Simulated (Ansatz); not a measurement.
# CH2BSi: the cost of one run

All numbers below are computed with Ansatz 0.2.0 (UKS PBE0-D4/def2-SVP).

## 1. The starting structure

Bond lengths: B1–C2 1.355 Å, C2–Si3 1.750 Å, B1–H4 1.149 Å, Si3–H5 1.473 Å. Angles: B1–C2–Si3 173.5°, C2–B1–H4 176.0°, C2–Si3–H5 127.7°.

Structure file:

```xyz
5

B    -0.9938   -1.1063    0.1222
C    -0.1968   -0.0178   -0.0067
Si    0.6724    1.4830   -0.2430
H    -1.6037   -2.0711    0.2493
H     2.1219    1.7122   -0.1219
```

## 2. Relaxing the start

input.yaml reads:

```yaml
crystal:
  periodic: [false, false, false]
  atoms:
    - { symbol: B, position_ang: [-0.99378, -1.10627, 0.12223] }
    - { symbol: C, position_ang: [-0.19678, -0.01779, -0.00669] }
    - { symbol: Si, position_ang: [0.67236, 1.48299, -0.24296] }
    - { symbol: H, position_ang: [-1.60368, -2.07112, 0.24934] }
    - { symbol: H, position_ang: [2.12189, 1.71218, -0.12192] }
magnetization:
  spin_polarized: true
  initial_magnetization: 1
basis:
  gaussian: { orbitals: def2-SVP }
hamiltonian:
  xc: pbe0
  dispersion: d4
relax:
  f_tol: 0.02
  max_steps: 40
```

Run with:

```bash
$ ansatz run input.yaml --threads 2 --pin off --max-ram 3072MiB --backend cpu --events-out ev --progress --plain --runs-dir out
```

**Question.** How long does this run take on 2 threads of Arm Neoverse N1, shared host, and how much memory does it need?

About 18 s, with a peak of 0.14 GiB.
